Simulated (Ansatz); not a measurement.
For diamond, BLYP in Ansatz (plane waves, PAW) gives:

- lattice constant a = 3.597 Å
- bulk modulus B0 = 407 GPa
- cohesive energy = 7.04 eV/atom
- band gap at the measured cell = 4.44 eV

Task: What does HSE06 (Ansatz, an electronic-structure program, PAW) give for the same quantities?

Result: 
- lattice constant a: 3.546 Å (decreases by 1.4 %)
- bulk modulus: 470 GPa (increases by 15 %)
- cohesive energy: 7.64 eV/atom (grows by 0.60 eV/atom)
- band gap at the measured cell: 5.29 eV (goes up by 0.85 eV)

For comparison: lattice constant a 3.553 Å (measured, static lattice: zero-point anharmonic expansion removed, our sources range from 3.543 to 3.555; as tabulated in Mejia-Rodriguez and Trickey (2018), arXiv:1807.09216); bulk modulus 455 GPa (measured, 0 K value with the zero-point phonon effect removed; as tabulated in Mejia-Rodriguez and Trickey (2018), arXiv:1807.09216); cohesive energy 7.55 eV/atom (measured, static lattice: zero-point vibration energy added; as tabulated in Mejia-Rodriguez and Trickey (2018), arXiv:1807.09216); band gap 5.48 eV (measured, low temperature, zero-point motion not removed; as tabulated in arXiv:1206.3780).

Changes are worked out from the printed values.

Unless a cell is named, each level is at its own relaxed cell (BLYP 5.82, HSE06 5.57 Å³/atom).

Density-functional gaps are differences of (generalised) Kohn–Sham levels.

Ansatz's density-functional and Hartree–Fock values are scalar-relativistic unless marked +SOC, with PAW data made under PBE.
